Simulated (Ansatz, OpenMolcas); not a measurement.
**Heat of formation of C2N2 (bisisocyanide) from total energies**

C2N2: 4 atoms, total charge 0, spin state singlet. SMILES: `[C-]#[N+][N+]#[C-]`. The coordinates come from a PBE0-D4/def2-TZVP relaxation.

```xyz
4

C    -0.6120    1.6801    0.2653
N    -0.2142    0.5880    0.0929
N     0.2142   -0.5880   -0.0929
C     0.6120   -1.6801   -0.2654
```

Total energies at PBE/cc-pVTZ (OpenMolcas 26.06); the atoms run unrestricted:

| species | state | energy (Eh) |
| --- | --- | --- |
| C2N2 | singlet | -185.394987 |
| C | triplet | -37.794923 |
| N | quartet | -54.529675 |

Harmonic wavenumbers at PBE0-D4/def2-TZVP, in cm⁻¹: 211, 211, 389, 389, 1002, 2103, 2329.

Measured heats of formation of the gaseous atoms at 298.15 K, in kJ/mol: C 716.9, N 472.4. Take 1 Eh = 2625.50 kJ/mol, 1 cm⁻¹ = 0.0119627 kJ/mol, RT = 2.479 kJ/mol.

Q: Work out the heat of formation of the gas at 298 K.

A: 
1. Electronic atomisation energy: 2 × (-37.794923) + 2 × (-54.529675) − (-185.394987) = 0.745791 Eh = 1958.1 kJ/mol.
2. Zero-point energy: half the sum of the wavenumbers, 3317 cm⁻¹ = 39.7 kJ/mol.
3. Thermal vibrational enthalpy, Σ hcν̃/(exp(hcν̃/kT) − 1): 4.6 kJ/mol. Translation, rotation and pV of a linear molecule: 3.5 RT = 8.7 kJ/mol.
4. The 4 free atoms carry 5/2 RT each: 24.8 kJ/mol.
5. Atomisation enthalpy at 298 K: 1958.1 − 39.7 − 4.6 − 8.7 + 24.8 = 1929.9 kJ/mol.
6. Sum of the atoms' heats of formation: 2378.6 kJ/mol. Heat of formation: 2378.6 − 1929.9 = +448.7 kJ/mol.

The tabulated value is +613.0 kJ/mol (Active Thermochemical Tables), so this level is off by -164.3 kJ/mol, or 9.3 % of the atomisation enthalpy. Gradient-corrected functionals often overbind somewhat. Anharmonicity and any spin-orbit splitting of the molecule are left out.
